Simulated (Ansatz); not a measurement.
**Scan of BeMgH$_{2}$ (H-bridged), triplet**

Starting geometry (PBE0/def2-TZVP stationary point for this spin, not checked as a minimum):

```json
{"atom": "Be", "x (Å)": "0.0000", "y (Å)": "-0.0640", "z (Å)": "1.9142"}
{"atom": "Mg", "x (Å)": "0.0000", "y (Å)": "-0.0368", "z (Å)": "-0.6569"}
{"atom": "H", "x (Å)": "0.0000", "y (Å)": "1.0491", "z (Å)": "1.0318"}
{"atom": "H", "x (Å)": "0.0000", "y (Å)": "0.4099", "z (Å)": "-2.3070"}
```

From there H4 moves along the line of the two atoms named below, all else staying in place; atoms are numbered as listed. Energies are in kcal/mol, counted from the starting geometry at the same level.

Basis 6-31G; Ansatz 0.2.0. Correlated methods freeze the noble-gas cores. R marks a restricted (for open shells ROHF) determinant, U an unrestricted one. Active spaces: valence = (6e, 10o) chosen from the atoms' valence shells. The metal's outer-core shells are frozen, which leaves out core–valence correlation.

Unrestricted rows (U) aren't spin-pure: their determinants' ⟨S²⟩ exceeds S(S+1) by up to 0.55, so they mix in states of higher spin. For open shells CISD is restricted-active-space CI with the open shells as a complete middle space. Runs in a small pair space aren't shown, since their orbitals change along the scan.

Full CI is exact within this basis and frozen core; it isn't the basis-set limit. The frozen core follows each run's orbitals, which can shift R against U totals by a few meV.

```csv
distance Mg2-H4 (Å),full CI,unpaired electrons (full CI),error UMP2,error CISD,error UCCSD,error BCCD(T),error CASSCF (valence space),error MRCISD (valence space)
1.369,22.2,2.02,-0.7,-0.2,-0.1,0.0,-0.1,0.0
1.533,5.8,2.02,-0.5,-0.1,-0.1,0.0,0.0,0.0
1.710,0.0,2.02,0.0,0.0,0.0,0.0,0.0,0.0
1.860,0.6,2.03,0.6,0.2,0.1,0.0,0.0,0.0
2.056,5.3,2.04,1.8,0.5,0.2,0.1,-0.1,0.0
2.366,16.2,2.09,5.0,1.3,0.4,0.2,-0.2,0.0
2.734,28.1,2.20,6.5,3.2,0.6,0.4,0.0,0.0
3.239,36.2,2.25,5.2,2.1,0.7,0.3,0.1,0.0
3.706,37.5,2.20,5.6,1.5,0.8,0.2,-0.4,0.0
4.726,37.6,2.19,6.3,1.4,0.8,0.2,-0.6,-0.1
5.779,37.6,2.19,6.4,1.4,0.8,0.2,-0.6,-0.1
```

Unpaired electrons are Σ n²(2−n)² over natural occupations. Errors are those of relative energies. In total energy the starting point itself misses full CI by: UMP2 11.2, CISD 1.6, UCCSD 0.9, BCCD(T) 0.3, CASSCF (valence space) 6.3, MRCISD (valence space) 0.2 kcal/mol.

Spread of the error over the points with a reference, to 5.779 Å (largest less smallest): MRCISD (valence space) 0.1, BCCD(T) 0.5, CASSCF (valence space) 0.7, UCCSD 0.9, CISD 3.4, UMP2 7.2 kcal/mol.

Going outwards, the relative energy of UMP2 first misses by more than 1.0 kcal/mol at 2.056 Å.
